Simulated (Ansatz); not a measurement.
hcp Lu was calculated with PBE+SOC in Ansatz (plane waves, PAW).

Settings: plane-wave cutoff 520 eV, 18×18×10 k mesh (along the axes of the cell as run), Fermi–Dirac smearing 0.05 eV, PAW data made under PBE.

Energies at three volumes about the minimum:

| V (Å³/atom) | E − E_lowest (meV/atom) |
|---|---|
| 28.317 | 1.75 |
| 28.895 | 0.00 |
| 29.473 | 1.61 |

Fit a parabola by hand: where is the minimum, and what is the bulk modulus?

Slopes: (0.00 − 1.75)/(28.895 − 28.317) = -3.028 and (1.61 − 0.00)/(29.473 − 28.895) = 2.785 meV/Å³. Curvature E″ = 2 × (2.785 − (-3.028))/(29.473 − 28.317) = 10.057 meV/Å⁶. From the middle of the first interval, the slope vanishes at V0 = 28.6060 − (-3.028)/10.057 = 28.907 Å³/atom. B = V0 E″ = 28.907 × 10.057 meV/Å³ × 0.1602 GPa per meV/Å³ = 46.6 GPa. The full Birch–Murnaghan fit to all volumes gives V0 = 28.898 Å³/atom and B0 = 46.6 GPa.

Shape and atoms are relaxed at each volume.

Measured, for comparison: bulk modulus 47.6 GPa (room temperature, not corrected to a static lattice; as tabulated in Wikipedia's data pages); equilibrium volume per atom 29.52 Å³/atom (room temperature, not corrected to a static lattice; as tabulated in Söderlind et al. (2014), doi:10.1088/0953-8984/26/41/416001). Computed less measured: bulk modulus -2.1 %, equilibrium volume per atom -2.1 %.

Ansatz is an electronic-structure program.
